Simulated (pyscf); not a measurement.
## Concerted two-bond exchange: O=Sn: (SMILES [O]=[Sn]) [singlet] + NH₃ (SMILES N) → HN=Sn=O (SMILES [NH]=[Sn]=[O]) + H₂ (SMILES [H][H])

Gas phase, singlet surface, charge 0. Bonds broken: N3–H4, N3–H5. Bonds formed: Sn1–N3, H4–H5. Optimised with ωB97X-D3(BJ)/def2-SVP in PySCF.

Transition state (Å):

```xyz
6

Sn    -0.2535     0.5614     1.7134
O     -0.2928    -0.2986     3.3253
N     -1.3227     0.2857    -0.0696
H     -1.8608    -0.6616    -0.9289
H     -2.5803    -0.2872    -1.1658
H     -1.0119     0.9530    -0.7920
```

One imaginary mode, 1084i cm⁻¹; descent along it reached the two sides named, in the forms told below.

```tsv
bond	change	reactant side (Å)	saddle	product side
N3–H4	breaks	1.021	1.388	2.6
N3–H5	breaks	1.031	1.764	3.4
Sn1–N3	forms	2.519	2.097	1.886
H4–H5	forms	1.671	0.845	0.762
```

Electronic energies relative to the separated reactants (kcal/mol):

```tsv
level	barrier	reaction energy	reverse barrier
ωB97X-D3(BJ)/def2-TZVP	101.7	+73.9	27.9
PBE/def2-TZVP	84.2	+68.8	15.4
r²SCAN/def2-TZVP	88.2	+69.8	18.4
B3LYP-D3(BJ)/def2-TZVP	93.0	+74.1	18.9
PBE0-D3(BJ)/def2-TZVP	94.5	+74.3	20.2
M06-2X/def2-TZVP	100.0	+71.9	28.1
ωB97M-D3(BJ)/def2-TZVP	103.3	+78.2	25.2
HF/def2-TZVP	121.4	+86.8	34.6
```

With ωB97M-D3(BJ)/def2-TZVP energies and thermal terms (ideal gas, 1 atm, RRHO with modes under 100 cm⁻¹ raised to 100, one conformer, R ln 2 for chiral ones without a mode under 150 cm⁻¹), in kcal/mol:

```json
[
 {"T (K)": "298", "ΔH‡": "96.6", "ΔG‡": "104.4", "ΔH": "+71.5", "ΔG": "+72.3"},
 {"T (K)": "600", "ΔH‡": "97.7", "ΔG‡": "112.0", "ΔH": "+72.9", "ΔG": "+72.5"},
 {"T (K)": "900", "ΔH‡": "98.9", "ΔG‡": "118.9", "ΔH": "+74.0", "ΔG": "+72.0"},
 {"T (K)": "1200", "ΔH‡": "100.0", "ΔG‡": "125.4", "ΔH": "+74.9", "ΔG": "+71.2"}
]
```

On the reactant side the descent ends in an adduct with a N–Sn contact, 15.3 kcal/mol under the separated species and 117.0 kcal/mol under the saddle at ωB97X-D3(BJ)/def2-TZVP. What is counted as formed (N–Sn) is already present as a longer contact in the reactant adduct; forming that adduct is a step of its own. The same reactants have a lower exit, to H₂N–Sn:–OH [singlet] (barrier -4.3 kcal/mol at ωB97M-D3(BJ)/def2-TZVP, against +103.3 kcal/mol here). One saddle was located; it need not be the lowest between these sides. A restricted solution here is unstable towards spin polarisation, so biradical character is likely and single-reference numbers are less safe. Elements past Kr carry the def2 core potentials, without spin-orbit coupling.
